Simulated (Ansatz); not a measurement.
**Al2H (doublet): trial inputs and their diagnosis at distance Al1–H3 = 2.271 Å**

4 inputs are run for Al2H (doublet) as typed; the log has to tell whether the result can be used and what must change.

Method: the settings change from run to run; program: Ansatz 0.2.0, Gaussian basis.

22 further runs of the same task are left out: 17 that didn't finish, 5 set aside as unsound or not needed.

## 1. The system

The geometry derives from a PBE0/def2-TZVP stationary point (not a proven minimum). One bond is set to the value named and the two fragments are kept rigid.

3 atoms, charge 0, spin multiplicity 2.

Atoms are counted from 1 here; the program's logs count them from 0.

Bond lengths: Al1–Al2 2.677 Å.

As a file:

```
atom   x (Å)   y (Å)    z (Å)
 Al1  0.0000  0.0000   0.1353
 Al2  0.0000  0.0000  -2.5416
  H3  0.0000  0.0000   2.4063
```

## 2. Try 1

in.yaml

```yaml
crystal:
  periodic: [false, false, false]
  atoms:
    - {symbol: Al, position_ang: [0.000000, 0.000000, 0.135313]}
    - {symbol: Al, position_ang: [0.000000, 0.000000, -2.541625]}
    - {symbol: H, position_ang: [0.000000, 0.000000, 2.406313]}
basis:
  gaussian: {orbitals: def2-SVP}
magnetization: {spin_polarized: false, initial_magnetization: 1}
correlation: {method: sc_nevpt2, electrons: all, active_space: {window: {electrons: 1, orbitals: 2}}}
output: {forces: true}
```

Run with:

```
$ ansatz run in.yaml --threads 1 --pin off --events-out ev --progress --plain --max-ram 2393MiB
```

Log:

```text
Functional definition: HF
  name "HF"
  cite "Fock, Z. Phys. 61, 126 (1930) doi:10.1007/BF01340294"
  parent pbe
  exchange = exact_x
  correlation = 0
367 factors; integrals over basis functions are off by at most 1.2e-3 eV
mean field evaluation 1: about -13172.7543 eV, gradient 9.4e0 eV
mean field evaluation 2: about -13172.7625 eV, gradient 9.5e0 eV
mean field evaluation 4: about -13173.7479 eV, gradient 1.2e0 eV
mean field evaluation 8: about -13173.7763 eV, gradient 2.4e-1 eV
mean field evaluation 16: about -13173.6930 eV, gradient 2.4e0 eV
mean field evaluation 32: about -13172.7865 eV, gradient 3.4e0 eV
mean field -13173.78088402 eV, -484.1275179783 hartree, gradient 1.7e-6 eV, S^2 0.750000; 6 other end points of the search recorded, 0 dependent functions left out
reference -13173.78088402 eV, -484.1275179783 hartree; 14, 13 occupied and 27, 28 virtual orbitals, 367 factors
state -13173.78088402 eV, -484.1275179783 hartree
state -13173.78088402 eV, -484.1275179783 hartree; corrected -13176.81960754 eV, -484.2391890081 hartree
WARN: 1 active orbitals are nearly empty or full. The corrections depend on them more than the energy does, and are more stable in an active space without them
the calculation of the forces begins
Error: an active orbital is full or empty, and SC-NEVPT2 has no forces then: leave it out of the active space
```

Wall time 0.78 s (1 thread of Arm Neoverse V1, shared host).

**Diagnosis.** The run stopped with an error. It says: «an active orbital is full or empty, and SC-NEVPT2 has no forces then: leave it out of the active space». Cure: drop the forces, or choose an active space whose orbitals are all partly filled.

## 3. Try 2

in.yaml

```yaml
crystal:
  periodic: [false, false, false]
  atoms:
    - {symbol: Al, position_ang: [0.000000, 0.000000, 0.135313]}
    - {symbol: Al, position_ang: [0.000000, 0.000000, -2.541625]}
    - {symbol: H, position_ang: [0.000000, 0.000000, 2.406313]}
basis:
  gaussian: {orbitals: 6-31G}
magnetization: {spin_polarized: false, initial_magnetization: 1}
correlation: {active_space: {window: {electrons: 1, orbitals: 2}, states: [{multiplicity: 2, weights: [1, 1, 1]}]}}
```

Launched as before.

Log:

```text
Functional definition: HF
  name "HF"
  cite "Fock, Z. Phys. 61, 126 (1930) doi:10.1007/BF01340294"
  parent pbe
  exchange = exact_x
  correlation = 0
542 factors; integrals over basis functions are off by at most 1.5e-7 eV
mean field evaluation 1: about -13176.1225 eV, gradient 9.2e0 eV
mean field evaluation 2: about -13176.1242 eV, gradient 9.2e0 eV
mean field evaluation 4: about -13177.0733 eV, gradient 9.7e-1 eV
mean field evaluation 8: about -13177.0941 eV, gradient 3.0e-2 eV
mean field evaluation 16: about -13177.0941 eV, gradient 7.2e-6 eV
mean field -13177.09409821 eV, -484.2492763539 hartree, gradient 2.9e-6 eV, S^2 0.750000; 4 other end points of the search recorded, 0 dependent functions left out
reference -13177.09409821 eV, -484.2492763539 hartree; 14, 13 occupied and 14, 15 virtual orbitals, 542 factors
Error: 3 states are sought, and the space of determinants holds 2 states of this symmetry and spin
```

Wall time 0.33 s (1 thread of Arm Neoverse V1, shared host).

Diagnosis: The run stopped with an error. It says: «3 states are sought, and the space of determinants holds 2 states of this symmetry and spin». Cure: ask for fewer states or enlarge the space.

## 4. Try 3

in.yaml

```yaml
crystal:
  periodic: [false, false, false]
  atoms:
    - {symbol: Al, position_ang: [0.000000, 0.000000, 0.135313]}
    - {symbol: Al, position_ang: [0.000000, 0.000000, -2.541625]}
    - {symbol: H, position_ang: [0.000000, 0.000000, 2.406313]}
basis:
  gaussian: {orbitals: STO-3G}
magnetization: {spin_polarized: false, initial_magnetization: 1}
correlation: {active_space: {window: {electrons: 3, orbitals: 3}, places: [1, 2]}}
accuracy: high
```

Same command.

Log:

```text
Error: invalid value for `correlation.active_space`: name one of window, places and ras
```

Wall time 0.03 s (1 thread of Arm Neoverse V1, shared host).

Diagnosis: The run was refused. The active space is defined twice. Fix: keep one definition.

## 5. Try 4

in.yaml

```yaml
crystal:
  periodic: [false, false, false]
  atoms:
    - {symbol: Al, position_ang: [0.000000, 0.000000, 0.135313]}
    - {symbol: Al, position_ang: [0.000000, 0.000000, -2.541625]}
    - {symbol: H, position_ang: [0.000000, 0.000000, 2.406313]}
basis:
  gaussian: {orbitals: 6-31G}
magnetization: {spin_polarized: false, initial_magnetization: 1}
correlation: {active_space: {ras: {orbitals: [3, 1, 14], electrons: 4, max_holes: 2, max_particles: 2}, fixed_orbitals: true}}
```

Same command.

Log:

```text
Functional definition: HF
  name "HF"
  cite "Fock, Z. Phys. 61, 126 (1930) doi:10.1007/BF01340294"
  parent pbe
  exchange = exact_x
  correlation = 0
308 factors; integrals over basis functions are off by at most 1.2e-4 eV
mean field evaluation 1: about -13176.1226 eV, gradient 9.2e0 eV
mean field evaluation 2: about -13176.1242 eV, gradient 9.2e0 eV
mean field evaluation 4: about -13177.0732 eV, gradient 9.7e-1 eV
mean field evaluation 8: about -13177.0941 eV, gradient 3.0e-2 eV
mean field evaluation 16: about -13177.0941 eV, gradient 7.3e-6 eV
mean field -13177.09407624 eV, -484.2492755467 hartree, gradient 2.4e-6 eV, S^2 0.750000; 4 other end points of the search recorded, 0 dependent functions left out
reference -13177.09407624 eV, -484.2492755467 hartree; 14, 13 occupied and 14, 15 virtual orbitals, 308 factors
Error: 4 electrons in 18 orbitals form no window around the highest filled level of the reference
```

Wall time 0.21 s (1 thread of Arm Neoverse V1, shared host).

What is wrong: The run stopped with an error. The electron count of the restricted space is wrong. Cure: count the correlated electrons again.

## 6. How the runs ended

| try | level | ended | cause | time |
| --- | --- | --- | --- | --- |
| 1 | NEVPT2(1,2)/def2-SVP | stopped by an error | an active orbital is full or empty, and SC-NEVPT2 has no forces then: leave it out of the active space | 0.78 s |
| 2 | CASSCF(1,2)/6-31G | stopped by an error | 3 states are sought, and the space of determinants holds 2 states of this symmetry and spin | 0.33 s |
| 3 | CASSCF(3,3)/STO-3G | refused | the active space is defined twice | 0.03 s |
| 4 | CISD/6-31G | stopped by an error | the electron count of the restricted space is wrong | 0.21 s |

3 stopped by an error, 1 refused.
